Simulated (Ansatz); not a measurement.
The cluster Li₃H₃⁻. Charge -1, multiplicity 2. Geometry PBE-D4/def2-TZVPD.

```xyz
6

Li   -0.516   -0.331   -0.711
Li   -0.543    1.743    0.653
Li    1.426   -1.177    0.586
H     0.467   -1.773   -0.760
H    -1.480    1.124   -0.695
H     0.646    0.414    0.927
```

LC-ωPBE has ω = 0.4 bohr⁻¹. HSE06 is defined as in plane-wave codes, on full-range PBE exchange. At PBE-D4/def2-TZVPD, r2SCAN-D4/def2-TZVPD, PBE0-D4/def2-TZVPD, HSE06-D4/def2-TZVPD and others the highest occupied level of the charge -1 doublet lies above zero (up to 1.17 eV). It is a level of α spin, whose loss leaves a singlet; that state wasn't run at this geometry and level. The electron is either unbound and held by the finite basis, or the level is raised by self-interaction error. At PBE-D4/def2-TZVPD, r2SCAN-D4/def2-TZVPD, HSE06-D4/def2-TZVPD the gap within one spin of the charge -1 doublet nearly closes, so an electron or hole may be smeared out by delocalisation error. The geometry of the doublet was relaxed on an unsound state (an occupied level 0.02 eV above an empty one). Another isomer (doublet) lies 0.05 eV lower at PBE0-D4/def2-TZVPD; other spin states weren't run for this one.

Q: Estimate the α-spin orbital energies around the gap (eV) in Ansatz with PBE-D4/def2-TZVPD, r2SCAN-D4/def2-TZVPD, PBE0-D4/def2-TZVPD, HSE06-D4/def2-TZVPD, LC-ωPBE/def2-TZVPD.

A: 
| orbital | PBE-D4/def2-TZVPD | r2SCAN-D4/def2-TZVPD | PBE0-D4/def2-TZVPD | HSE06-D4/def2-TZVPD | LC-ωPBE/def2-TZVPD |
| --- | --- | --- | --- | --- | --- |
| HOMO−5 | -46.41 | -48.01 | -50.57 | -50.14 | -51.73 |
| HOMO−4 | -45.59 | -47.18 | -49.70 | -49.27 | -51.56 |
| HOMO−3 | -2.99 | -3.29 | -4.32 | -3.91 | -7.50 |
| HOMO−2 | -2.07 | -2.34 | -3.31 | -2.90 | -6.31 |
| HOMO−1 | -1.56 | -1.79 | -2.70 | -2.30 | -5.33 |
| HOMO | 1.14 | 1.17 | 0.88 | 1.12 | 0.02 |
| LUMO | 1.19 | 1.24 | 1.45 | 1.22 | 2.41 |
| LUMO+1 | 1.85 | 2.09 | 2.25 | 1.96 | 3.17 |
| LUMO+2 | 2.44 | 2.72 | 2.73 | 2.51 | 3.38 |
| LUMO+3 | 2.52 | 2.77 | 2.85 | 2.58 | 3.60 |
| LUMO+4 | 2.58 | 2.87 | 2.86 | 2.60 | 3.89 |
| LUMO+5 | 2.63 | 2.92 | 2.97 | 2.69 | 4.03 |
| β HOMO | -1.53 | -1.78 | -2.68 | -2.28 | -5.31 |
| β LUMO | 1.96 | 1.97 | 2.33 | 2.08 | 2.43 |
